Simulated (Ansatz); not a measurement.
A run of Ansatz (development build ahead of 0.2.0) on singlet CO2 at this shape:

```xyz
3

C     0.0000    0.0000    0.0000
O     0.0248    0.0000    1.1635
O     0.0248    0.0000   -1.1635
```

Its results:

| Quantity | Value |
| --- | --- |
| Converged | yes |
| Total energy | -187.48376 hartree |
| Spin squared of the determinant | 0.000 |

Q: Which input gives this output? Name the method, the orbitals and the basis set, and write the input.

A: RHF in def2-SVP. An unrestricted run that stays on the closed shell gives the same numbers.

```yaml
crystal:
  periodic: [false, false, false]
  atoms:
    - { symbol: C, position_ang: [0.0, 0.0, 0.0] }
    - { symbol: O, position_ang: [0.02475, 0.0, 1.1635] }
    - { symbol: O, position_ang: [0.02475, 0.0, -1.1635] }
basis:
  gaussian: { orbitals: def2-SVP }
hamiltonian:
  xc: hf
```
